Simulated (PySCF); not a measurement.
Electron affinity of F by level of theory

F⁻ [Ne] (1S) → F [He] 2s2 2p5 (2P), as a difference of total energies. Calculation: PySCF 2.14, in dyall-acv3z; no relativity, point nucleus. Correlated levels: valence: 1s2 frozen; valence and next inner shell: nothing frozen; virtual orbitals above 40 to 60 times the deepest correlated orbital energy dropped. The calculations carry no spin-orbit coupling.

```csv
method,electron affinity (eV),plus first-order spin-orbit estimate,error of that sum (eV)
UHF,1.178,1.161,-2.240
LDA,4.132,4.115,+0.714
PBE,3.666,3.649,+0.248
PBE0,3.242,3.224,-0.177
r2SCAN,3.312,3.294,-0.107
TPSSh,3.284,3.267,-0.134
r2SCANh,3.193,3.175,-0.226
CAM-B3LYP,3.536,3.519,+0.118
revPBE,3.549,3.532,+0.131
MP2 (valence),3.636,3.619,+0.218
SCS-MP2 (valence),3.451,3.433,+0.032
MP2 (valence and next inner shell),3.641,3.624,+0.223
SCS-MP2 (valence and next inner shell),3.453,3.435,+0.034
```

Reference: 3.401 eV (measured; photodetachment measurements, as compiled on the Wikipedia data page of electron affinities).

A first-order spin-orbit estimate (lowest level to lowest level, LS coupling) adds -0.017 eV.

Errors of the correlated levels include the incompleteness of this basis and the frozen core.

In the anion the highest occupied orbital energy is positive at LDA, PBE, r2SCAN, TPSSh, r2SCANh, revPBE, a self-interaction effect; the basis confines that electron, and the energy difference can still be sensible.
